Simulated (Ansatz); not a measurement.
# H4OSSi: the cost of one run

The runs use Ansatz 0.2.0, Gaussian basis; PBE0-D4/def2-SVP.

16 further runs of the same task are left out: 16 set aside as unsound or not needed.

## Step 1: Where the work starts

The first end: 7 atoms, charge 0, spin multiplicity 1.

Atoms are counted from 1 here; the program's logs count them from 0.

Bond lengths: Si1–S2 2.133 Å, Si1–O3 1.642 Å, Si1–H5 1.478 Å, Si1–H6 1.484 Å, S2–H7 1.344 Å, O3–H4 0.959 Å. Angles: S2–Si1–O3 113.5°, S2–Si1–H5 111.6°, S2–Si1–H6 102.9°, O3–Si1–H5 104.5°, O3–Si1–H6 112.6°, H5–Si1–H6 111.9°, Si1–S2–H7 94.6°, Si1–O3–H4 117.3°.

Geometry (Å):

```
Si   -0.3030   -0.2259    0.3845
S     1.6798   -0.6487   -0.2781
O    -0.9132    1.1721   -0.2229
H    -0.3798    1.9631   -0.1258
H    -1.2567   -1.2671   -0.0517
H    -0.1595   -0.1919    1.8615
H     1.3324   -0.8017   -1.5676
```

The second end:

```
Si   -0.84407   -0.15334    0.57057
S     1.41359   -0.23065   -0.53174
O    -1.50556    1.03861   -0.11889
H     1.52015    1.10036   -0.36640
H    -1.14242   -1.57589    0.23286
H    -0.25868   -0.09687    1.94199
H     0.81699   -0.08231   -1.72839
```

## Step 2: The band at PBE0-D4/def2-SVP

Contents of neb/in.yaml:

```yaml
crystal:
  periodic: [false, false, false]
  atoms:
    - {symbol: Si, position_ang: [-0.303040, -0.225887, 0.384534]}
    - {symbol: S, position_ang: [1.679782, -0.648712, -0.278074]}
    - {symbol: O, position_ang: [-0.913193, 1.172057, -0.222861]}
    - {symbol: H, position_ang: [-0.379802, 1.963056, -0.125751]}
    - {symbol: H, position_ang: [-1.256650, -1.267061, -0.051700]}
    - {symbol: H, position_ang: [-0.159522, -0.191883, 1.861484]}
    - {symbol: H, position_ang: [1.332426, -0.801669, -1.567633]}
basis:
  gaussian: {orbitals: def2-SVP}
hamiltonian: {xc: pbe0, dispersion: d4}
neb:
  images: 5
  climbing: true
  max_iterations: 40
  initial_path: idpp
  final_atoms:
    - {symbol: Si, position_ang: [-0.844068, -0.153336, 0.570566]}
    - {symbol: S, position_ang: [1.413586, -0.230654, -0.531740]}
    - {symbol: O, position_ang: [-1.505557, 1.038605, -0.118885]}
    - {symbol: H, position_ang: [1.520153, 1.100359, -0.366395]}
    - {symbol: H, position_ang: [-1.142418, -1.575893, 0.232858]}
    - {symbol: H, position_ang: [-0.258684, -0.096867, 1.941988]}
    - {symbol: H, position_ang: [0.816987, -0.082313, -1.728392]}
```

Run with:

```console
$ ansatz run in.yaml --threads 2 --pin off --events-out ev --progress --plain --max-ram 4352MiB
```

**Question.** How long does this run take on 2 threads of Arm Neoverse V1, shared host?

About 97 s.
